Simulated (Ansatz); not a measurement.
# A basis-limit estimate, worked out

An elementary step of Si2NH9, closed shell (Si₂H₆ ([SiH3][SiH3]) + NH₃ → SiNH₅ ([NH2][SiH3]) + SiH₄; bonds formed: Si1–N7, Si2–H6; bonds broken: Si1–Si2, H6–N7). “Start” is the structure reached by relaxing down from the saddle towards the reactants; PBE0-D4/def2-TZVP structures. The saddle:

```
atom    x (Å)    y (Å)    z (Å)
 Si1  -1.2271   0.5057  -0.2779
 Si2   0.8658  -1.4379   0.7459
  H3  -2.1022   1.5588  -0.8945
  H4  -1.5256   0.5003   1.1640
  H5  -1.4407  -0.7224  -1.0642
  H6   0.9694   0.5522  -0.1899
  N7   0.3894   1.3651  -0.6550
  H8   1.8375  -1.4277   1.8973
  H9  -0.3174  -2.1759   1.3181
 H10   1.4587  -2.4526  -0.1970
 H11   0.5874   1.4657  -1.6489
 H12   0.5051   2.2685  -0.1979
```

Program: Ansatz 0.2.0. Basis: def2-TZVPP and def2-QZVPP. Cores are frozen in the correlated methods.

Energies in eV:

| quantity | saddle | start |
| --- | --- | --- |
| Hartree–Fock, triple zeta (X = 3) | -17347.28889 | -17349.61714 |
| Hartree–Fock, quadruple zeta (X = 4) | -17347.86482 | -17350.18542 |
| MP2 correlation, X = 3 | -14.19580 | -13.76091 |
| MP2 correlation, X = 4 | -15.16458 | -14.72960 |
| CCSD(T) correlation, X = 3 | -16.33533 | -15.92215 |

Work out the barrier at the basis limit: extrapolate Hartree–Fock as E(X) = E∞ + A exp(−7.88 √X) and the MP2 correlation as E(X) = E∞ + B X^−2.97 (the exponents that Neese and Valeev fitted for def2-TZVPP and QZVPP), then add CCSD(T) − MP2 in triple zeta.

Each step is linear, so take the differences first (saddle − start): Hartree–Fock 2.32825 (X = 3) and 2.32060 (X = 4); MP2 correlation -0.43489 and -0.43498; CCSD(T) correlation -0.41318.
Two points give E∞ = E(4) + w [E(4) − E(3)], with w = 1/(exp(7.88 (2 − √3)) − 1) = 0.1377 for Hartree–Fock and w = 1/((4/3)^2.97 − 1) = 0.7407 for the correlation.
Hartree–Fock: 2.32060 + 0.1377 × (-0.00765) = 2.3195 eV.
MP2 correlation: -0.43498 + 0.7407 × (-0.00009) = -0.4350 eV.
CCSD(T) − MP2: -0.41318 − (-0.43489) = 0.0217 eV.
Sum: 2.3195 + (-0.4350) + 0.0217 = 1.9062 eV, or 43.96 kcal/mol. Plain CCSD(T) in triple zeta gives 1.9151 eV, so the larger basis shifts the result by -0.0089 eV.

T1 diagnostic: at most 0.013.

Labels in which every atom is bracketed show which atoms are joined, not bond orders.

For scale, one of the runs: CCSD(T)/def2-TZVPP, 241 basis functions, launched by `ansatz run in.yaml --threads 4 --pin off --events-out ev --progress --plain --max-ram 9574MiB`. The run took 74 s on 4 CPU threads of an Arm Neoverse V1 (shared host), with 4.3 GiB of host memory at its peak.
